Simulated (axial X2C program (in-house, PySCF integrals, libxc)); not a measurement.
## Excited states of MgCl⁺ by EOM-EE-CCSD

Calculated with an axial X2C code built on PySCF integrals: two-component X2C with atomic mean-field Coulomb and Gaunt terms, Gaussian nuclei, basis Cl dyall-av3z, Mg dyall-acv3z with contracted cores.

R = 2.108 Å (near the PBE0 minimum at charge 1 of the determinant lowest at the starting distance; the state shown can have its own minimum elsewhere).

Vertical excitation energies from the closed-shell determinant state of MgCl⁺:

```
 Ω  excitation (eV)   cm⁻¹  hole of the leading pair     particle of the leading pair  weight of the pair (for Ω = 0 its time-reversed partner can hold as much again)  singles weight
 2            3.737  30142       83% Cl pπ, 7% Mg dπ  60% Mg sσ, 17% Mg pσ, 12% Cl pσ                                                                             0.94            0.94
 1            3.763  30352       83% Cl pπ, 7% Mg dπ  60% Mg sσ, 18% Mg pσ, 12% Cl pσ                                                                             0.70            0.94
0⁻            3.808  30711       83% Cl pπ, 7% Mg dπ  60% Mg sσ, 17% Mg pσ, 12% Cl pσ                                                                             0.47            0.94
0⁺            3.809  30724       83% Cl pπ, 7% Mg dπ  60% Mg sσ, 17% Mg pσ, 12% Cl pσ                                                                             0.47            0.94
 1            3.907  31509       83% Cl pπ, 7% Mg dπ  60% Mg sσ, 19% Mg pσ, 11% Cl pσ                                                                             0.69            0.93
0⁻            4.725  38110      79% Cl pσ, 11% Mg sσ  60% Mg sσ, 17% Mg pσ, 12% Cl pσ                                                                             0.47            0.95
 1            4.725  38112      79% Cl pσ, 11% Mg sσ  60% Mg sσ, 17% Mg pσ, 12% Cl pσ                                                                             0.94            0.95
0⁺            5.441  43884      79% Cl pσ, 10% Mg sσ   59% Mg sσ, 23% Mg pσ, 9% Cl pσ                                                                             0.44            0.92
 1            6.865  55369       83% Cl pπ, 7% Mg dπ  74% Mg pπ, 11% Cl dπ, 10% Cl pπ                                                                             0.56            0.94
0⁻            6.867  55382       83% Cl pπ, 7% Mg dπ  74% Mg pπ, 11% Cl dπ, 10% Cl pπ                                                                             0.27            0.94
```

This point took 13 s on 1 thread of Arm Neoverse V1, on a shared host.

Reference electrons by ω block (each with its −ω partner): 1/2: 11, 3/2: 3. 8 electrons of MgCl⁺ correlated (inner shells frozen), 88 natural virtual spinors (a truncated set); levels can be off by some tenths of an eV. Roots sought by Ω: (0: 5, 1: 4, 2: 3, 3: 1); the list ends where they run out and leaves out roots under 60 % singles weight. The solver can skip a root, and states that need a further excitation, which the method places far too high, are missing though they may lie low or lowest. T1 of the reference 0.011 (Lee–Taylor). Number of frozen shells: Cl 2 s, 1 p; Mg 2 s, 1 p.
